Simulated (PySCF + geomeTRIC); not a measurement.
These are PBE0-D4/def2-SVP (PySCF + geomeTRIC) values and carry that method's errors. fastk is a local helper that only speeds up exchange builds. No frequencies were computed at this level.

```python
import json, numpy as np
from pyscf import gto, dft
from fastk import lowrank_exchange
atoms = """
S     -0.005109     0.611907    -0.000001
H     -0.955158    -0.313949     0.000004
H      0.960267    -0.297957    -0.000003
"""
def scf(charge, spin, dm0=None):
    mol = gto.M(atom=atoms, basis='def2-svp', ecp={}, charge=charge, spin=spin, verbose=3, max_memory=10080)
    mf = dft.KS(mol, xc='pbe0').density_fit(auxbasis="def2-universal-jkfit")
    mf.disp = 'd4'
    mf.grids.level = 3
    mf.conv_tol = 1e-8
    mf.max_cycle = 60
    mf.kernel(dm0)
    if not mf.converged:
        mf = mf.newton().run(mf.mo_coeff, mf.mo_occ).undo_soscf()
    return mf
mf = scf(0, 0)
from pyscf.geomopt.geometric_solver import kernel as optimize
path = []
done, mol = optimize(mf, maxsteps=80, assert_convergence=False, callback=lambda env: path.append((env["energy"], bool(env["g_scanner"].converged))))
res = dict(converged=bool(done and path[-1][1]), energy=path[-1][0], path=[e for e, c in path], xyz=mol.atom_coords(unit="Angstrom").tolist(), nao=mol.nao)
json.dump(res, open("result.json", "w"))
```

Output:

```
converged SCF energy = -399.120265145243
Geometry optimization cycle 1
converged SCF energy = -399.120265145254
cycle 1: E = -399.120265145  dE = -399.12  norm(grad) = 0.0246945
Geometry optimization cycle 2
converged SCF energy = -399.120783827257
cycle 2: E = -399.120783827  dE = -0.000518682  norm(grad) = 0.0011814
Geometry optimization cycle 3
converged SCF energy = -399.120786816476
cycle 3: E = -399.120786816  dE = -2.98922e-06  norm(grad) = 9.5393e-05
Geometry optimization cycle 4
converged SCF energy = -399.120786827566
cycle 4: E = -399.120786828  dE = -1.10907e-08  norm(grad) = 4.19705e-06
<class 'geometric.internal.Distance'> : 2
<class 'geometric.internal.Angle'> : 1
<class 'geometric.internal.TranslationX'> : 1
<class 'geometric.internal.TranslationY'> : 1
<class 'geometric.internal.TranslationZ'> : 1
<class 'geometric.internal.RotationA'> : 1
<class 'geometric.internal.RotationB'> : 1
<class 'geometric.internal.RotationC'> : 1
Step    0 : Gradient = 1.426e-02/1.735e-02 (rms/max) Energy = -399.1202651453
Step    1 : Displace = 1.574e-02/1.746e-02 (rms/max) Trust = 1.000e-01 (=) Grad = 6.821e-04/7.378e-04 (rms/max) E (change) = -399.1207838273 (-5.187e-04) Quality = 0.924
Step    2 : Displace = 2.353e-03/2.826e-03 (rms/max) Trust = 1.414e-01 (+) Grad = 5.508e-05/7.621e-05 (rms/max) E (change) = -399.1207868165 (-2.989e-06) Quality = 1.000
Step    3 : Displace = 1.027e-04/1.211e-04 (rms/max) Trust = 2.000e-01 (+) Grad = 2.423e-06/3.366e-06 (rms/max) E (change) = -399.1207868276 (-1.109e-08) Quality = 1.004
Converged! =D
```

Cost: very roughly 2.8 core-seconds.
